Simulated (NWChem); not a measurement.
CH3, doublet; SMILES [CH3]

All runs: NWChem. Spin-unrestricted. Medium grid unless said otherwise, to which SCAN and Minnesota functionals are sensitive. In the optimisation the excess spin sits in a2" (D3h, its own frame). Geometry: optimised at PBE0/def2-SVP, spin-unrestricted. No stability test was run on the SCF state.

Problem. Order these by “highest occupied level (eV)”, lowest first: UHF/def2-SVP; r2SCAN/def2-SVP; M06/def2-SVP; PBE/def2-SVP; LRC-wPBEh/def2-SVP.

Solution. UHF/def2-SVP (-10.52), LRC-wPBEh/def2-SVP (-8.67), M06/def2-SVP (-6.44), r2SCAN/def2-SVP (-5.76), PBE/def2-SVP (-5.21)
